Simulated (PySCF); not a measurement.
PySCF input (BP86/def2-SVP):

```python
from pyscf import gto, dft

mol = gto.M(
    atom='''
    C     0.01102909    0.00659034    0.69372728
    C    -0.01102909   -0.00659034   -0.69372728
    H    -0.20866404    0.91610177    1.25199051
    H     0.24863065   -0.89222006    1.26189918
    H     0.21203297    0.89129169   -1.26921414
    H    -0.25199958   -0.91517340   -1.24467556
    ''',
    basis='def2-svp',
    charge=1,
    spin=1,
    verbose=4,
)

mf = dft.UKS(mol, xc='bp86')
mf.grids.level = 3
mf.conv_tol = 1e-9
mf.max_cycle = 100
mf.max_memory = 1500
mf.kernel()
if not mf.converged:
    mf = mf.newton()
    mf.kernel(mf.make_rdm1())
mo, _, stable, _ = mf.stability(return_status=True)
if not stable:
    mf.kernel(mf.make_rdm1(mo, mf.mo_occ))
    stable = mf.stability(return_status=True)[2]
mf.dip_moment()
```

Problem. Predict the final energy.

Solution. -78.14209 Eh.
